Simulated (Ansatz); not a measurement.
# BH3F− (SMILES [H][B-]([H])([H])F): levels of theory compared

Wanted: a comparison of 6 runs (B2PLYP/STO-3G, BLYP/STO-3G, HSE06/STO-3G, SVWN5/STO-3G, MP2/STO-3G, FCI/STO-3G) of BH3F−. 

Program for the calculation: Ansatz 0.2.0.

3 further runs of the same task are left out: 2 that didn't finish, 1 set aside as unsound or not needed.

### Step 1. Starting point

The species is BH3F− (5 atoms), meant as a singlet with charge -1. SMILES: `[H][B-]([H])([H])F`. The H5–B1 distance was set to 3.065 Å, away from the relaxed value. At this shape a bond of the SMILES string is far longer than usual.

Bond lengths: B1–F2 1.447 Å, B1–H3 1.227 Å, B1–H4 1.228 Å. Angles: F2–B1–H3 108.4°, F2–B1–H4 108.4°, H3–B1–H4 110.5°.

### Step 2. The energy at B2PLYP/STO-3G (run 1)

job.yaml

```yaml
crystal:
  periodic: [false, false, false]
  atoms:
    - symbol: B
      position_ang: [0.871653, 1.506625, 0.537741]
    - symbol: F
      position_ang: [0.884503, 1.485325, 1.984101]
    - symbol: H
      position_ang: [2.032073, 1.517985, 0.140601]
    - symbol: H
      position_ang: [0.281453, 2.518915, 0.170731]
    - symbol: H
      position_ang: [-0.581670, -1.003790, -0.453700]
basis:
  gaussian:
    orbitals: STO-3G
total_charge: -1
hamiltonian:
  xc: {name: B2PLYP}
correlation:
  frozen_orbitals: {B: 1, F: 1, H: 0}
accuracy: high
```

Started as:

```bash
$ ansatz run job.yaml --threads 1 --pin off --max-ram 2610MiB --events-out events.jsonl --progress --plain --runs-dir runs
```

The program printed:

```text
Warning: RAYON_NUM_THREADS=1 ignored (pool sized by the plan → 1); use --threads N
Functional definition: B2PLYP
  name "B2PLYP"
  parameter a = 0.53
  parameter c = 0.27
  exchange = (1 - a)*b88_x + a*exact_x
  correlation = (1 - c)*lyp_c + c*(mp2_os + mp2_ss)
207 factors; integrals over basis functions are off by at most 2.4e-8 eV
mean field evaluation 1: about -3375.5008 eV, gradient 2.4e1 eV
mean field evaluation 2: about -3375.4936 eV, gradient 2.4e1 eV
mean field evaluation 4: about -3377.2505 eV, gradient 1.6e1 eV
mean field evaluation 8: about -3379.4107 eV, gradient 6.7e0 eV
mean field evaluation 16: about -3379.8293 eV, gradient 8.7e-3 eV
mean field -3379.82931848 eV, -124.2064365235 hartree, gradient 2.1e-8 eV, S^2 0.000000; 0 other end points of the search recorded, 0 dependent functions left out; unrestricted orbitals would lower it
2 core orbitals not correlated: weight in the atoms' cores, before any rotation towards them, 1.000 or more for the frozen orbitals, at most 0.000 for the correlated occupied ones
reference -3379.82933542 eV, -124.2064371462 hartree; 7, 7 occupied and 4, 4 virtual orbitals, 207 factors
second order -4.80968098 eV of doubles, -0.00000000 eV of singles
Total energy: -3381.12794929 eV, -124.2541603255 hartree
```

Run time: 1.1 s. Hardware: 1 thread of Arm Neoverse V1, shared host.

### Step 3. A single-point energy at BLYP/STO-3G (run 2)

job.yaml, as its differences from that of step 2:

```diff
@@ -14,9 +14,6 @@
 basis:
-  gaussian:
-    orbitals: STO-3G
+  gaussian: {orbitals: STO-3G}
 total_charge: -1
-hamiltonian:
-  xc: {name: B2PLYP}
-correlation:
-  frozen_orbitals: {B: 1, F: 1, H: 0}
+magnetization: {spin_polarized: false}
+hamiltonian: {xc: {name: BLYP}}
 accuracy: high
```

Started as:

```bash
$ ansatz run job.yaml --threads 1 --pin off --max-ram 2610MiB --events-out events.jsonl --progress --plain --runs-dir runs
```

The program printed:

```text
Warning: RAYON_NUM_THREADS=1 ignored (pool sized by the plan → 1); use --threads N
Functional definition: BLYP
  name "BLYP"
  parameter beta = 0.0042
  parameter a = 0.04918
  parameter b = 0.132
  parameter c = 0.2533
  parameter d = 0.349
  exchange = b88_x(beta = beta)
  correlation = lyp_c(a = a, b = b, c = c, d = d)
207 factors; integrals over basis functions are off by at most 2.4e-8 eV
mean field evaluation 1: about -3346.9781 eV, gradient 1.1e2 eV
mean field evaluation 2: about -3342.2164 eV, gradient 4.7e1 eV
mean field evaluation 4: about -3380.4626 eV, gradient 3.2e1 eV
mean field evaluation 8: about -3384.7934 eV, gradient 7.7e0 eV
mean field evaluation 16: about -3385.1862 eV, gradient 3.6e0 eV
mean field -3385.22047463 eV, -124.4045578577 hartree, gradient 5.6e-9 eV, S^2 0.000000; 0 other end points of the search recorded, 0 dependent functions left out
reference -3385.22051018 eV, -124.4045591644 hartree; 9, 9 occupied and 4, 4 virtual orbitals, 207 factors
Total energy: -3385.22051018 eV, -124.4045591644 hartree
```

Run time: 0.83 s. Hardware: 1 thread of Arm Neoverse V1, shared host.

Runs 3 to 5 aren't shown in full; the table further down has their settings and results.

### Step 4. The energy at FCI/STO-3G (run 6)

run.yaml

```yaml
basis:
  gaussian:
    orbitals: STO-3G
crystal:
  periodic: [false, false, false]
  atoms:
    - {symbol: B, position_ang: [0.871653, 1.506625, 0.537741]}
    - {symbol: F, position_ang: [0.884503, 1.485325, 1.984101]}
    - {symbol: H, position_ang: [2.032073, 1.517985, 0.140601]}
    - {symbol: H, position_ang: [0.281453, 2.518915, 0.170731]}
    - {symbol: H, position_ang: [-0.581670, -1.003790, -0.453700]}
correlation:
  method: fci
  frozen_orbitals: {B: 1, F: 1, H: 0}
accuracy: high
total_charge: -1
```

Started as:

```bash
$ ansatz run run.yaml --threads 1 --pin off --max-ram 2610MiB --events-out events.jsonl --progress --plain --runs-dir runs
```

The program printed, cut to the lines that bear on the results:

```text
Warning: RAYON_NUM_THREADS=1 ignored (pool sized by the plan → 1); use --threads N
Functional definition: HF
  name "HF"
[...]
207 factors; integrals over basis functions are off by at most 2.4e-8 eV
[...]
mean field -3367.70416317 eV, -123.7608452848 hartree, gradient 2.9e-8 eV, S^2 0.000000; 0 other end points of the search recorded, 0 dependent functions left out; unrestricted orbitals would lower it
[...]
unrestricted determinant -3369.89664732 eV, -123.8414175911 hartree, S^2 0.9587
2 core orbitals not correlated: weight in the atoms' cores, before any rotation towards them, 1.000 or more for the frozen orbitals, at most 0.000 for the correlated occupied ones
reference -3367.70416317 eV, -123.7608452848 hartree; 7, 7 occupied and 4, 4 virtual orbitals, 207 factors
state -3371.79397019 eV, -123.9111429204 hartree
Total energy: -3371.79397019 eV, -123.9111429204 hartree
```

Run time: 0.54 s. Hardware: 1 thread of Arm Neoverse V1, shared host.

### Step 5. The series

```csv
run,level,frozen core orbitals,energy (Eh),wall time
1,B2PLYP/STO-3G,2,-124.254160,1.1 s
2,BLYP/STO-3G,–,-124.404559,0.83 s
3,HSE06/STO-3G,–,-124.301210,1.1 s
4,SVWN5/STO-3G,–,-123.454752,0.56 s
5,MP2/STO-3G,2,-123.857664,0.08 s
6,FCI/STO-3G,2,-123.911143,0.54 s
```

### Step 6. What came out

| quantity | value |
| --- | --- |
| run 6: total energy | -123.91114 Eh |
| run 6: correlation energy (2 core orbitals frozen) | -150.3 mEh |

What this shows: Against full CI in this basis: MP2 +53.5 mEh. Totals of different functionals can't be ranked against each other. In runs 1, 5 the log says that unrestricted orbitals would lower the reference, so the values rest on an unstable closed-shell determinant (other closed-shell runs at this shape may share the fault). In runs 1, 2, 3, 4, 5, 6 the basis is minimal, so the values are rough. All runs together took 4.2 s, the longest 1.1 s.
